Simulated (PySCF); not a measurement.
C2H4O2, SMILES COC=O.

Geometry optimised at PBE-D3(BJ)/def2-SVP. The values are those of a single conformer.

Calculation: PBE/def2-TZVPD in PySCF.

Computed frontier levels, gap, dipole moment and polarisability:
- highest occupied level = -6.75 eV
- lowest empty level = -1.38 eV
- orbital gap = 5.38 eV
- dipole moment = 1.89 D
- quadrupole, principal values (traceless, Buckingham form, about the centre of nuclear charge) = -7.10, 0.83, 6.27 D·Å
- mean static polarisability = 36.6 bohr³ (5.43 Å³)
- polarisability, principal values = 28.1, 37.6, 44.2 bohr³
